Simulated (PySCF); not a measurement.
**Magnetic susceptibility: SMILES [Cl][Na], ClNa**

Geometry:
```tsv
atom	x (Å)	y (Å)	z (Å)
Na1	1.281	0.319	0.051
Cl2	-1.058	0.327	0.041
```

Level of theory: GIAO B3LYP/ANO-RCC-VDZP magnetisability, rotational g tensor and spin-rotation constants, non-relativistic, gas phase in PySCF 2.14.0. Geometry: PBE0-D3(BJ)/def2-SVP.

Problem. What are the magnetisability and the molar susceptibility?

Solution. Isotropic -591 × 10⁻³⁰ J/T², or -35.6 × 10⁻⁶ cm³/mol; principal values -593, -593, -588 × 10⁻³⁰ J/T², anisotropy 5 × 10⁻³⁰ J/T² (root of half the summed squared differences of the principal values). The susceptibility is in cgs units.

Problem. Split it along the inertial axes a, b, c into diamagnetic and paramagnetic parts about the centre of mass, with the quadrupole moment.

Solution. 
```
axis  χ (10⁻⁶ cm³/mol)  diamagnetic (10⁻⁶ cm³/mol)  paramagnetic (10⁻⁶ cm³/mol)  summed x² of all electrons (Å²)  quadrupole Θ (D Å)
   a             -35.4                       -35.4                          0.0                             39.0               +8.16
   b             -35.7                      -183.3                        147.6                              4.2               -4.08
   c             -35.7                      -183.3                        147.6                              4.2               -4.08
```
Anisotropies 2χaa − χbb − χcc = +0.6 and 2χbb − χaa − χcc = -0.3 × 10⁻⁶ cm³/mol. Θ is traceless in Buckingham's convention.

Problem. And the rotational g tensor?

Solution. 
| axis | rotational constant (GHz) | g | nuclear part | electronic part |
| --- | --- | --- | --- | --- |
| b | 6.6583 | +0.0234 | 0.4850 | -0.4616 |
| c | 6.6583 | +0.0234 | 0.4850 | -0.4616 |

Linear; isotopes 35Cl, 23Na; no vibrational averaging.
